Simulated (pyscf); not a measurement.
Thermochemistry of product channels of `[CH3][Ga]([F])[F]` + `[FH]` on the singlet surface, in eV, from CCSD(T)/def2-TZVPP + ΔMP2(QZVPP) energies (ideal gas, 1 atm, RRHO with modes under 100 cm⁻¹ raised to 100, one conformer, R ln 2 for chiral ones without a mode under 150 cm⁻¹). Single points on ωB97X-D3(BJ)/def2-SVP structures (PySCF, gas phase). MP2 and CC: frozen core, UHF for open shells. ΔMP2 is the change of the MP2 total energy from the triple- to the quadruple-zeta basis.

```
products                        ΔE  ΔH(298 K)  ΔG(298 K)  ΔG(900 K)
---------------------------  -----  ---------  ---------  ---------
`[CH3][F]` + `[F][GaH][F]`       …      +1.06      +1.06      +1.13
`[CH4]` + `[F][Ga]([F])[F]`  -0.57      -0.55      -0.48      -0.29
```

Question: Complete the blanks.

Answer: 
- `[CH3][F]` + `[F][GaH][F]`, ΔE: +1.08

These are energies of the channels, which say nothing of barriers. The CCSD(T) − MP2 part came from Ansatz, without density fitting, on the same reference. The frozen core leaves the outer d or s,p core shells of the metals and heavy elements correlated in the MP2 and CC values, and def2-TZVPP describes them poorly, which can shift differences by a few kcal/mol. Elements up to Kr have no core potential and no relativistic terms here.
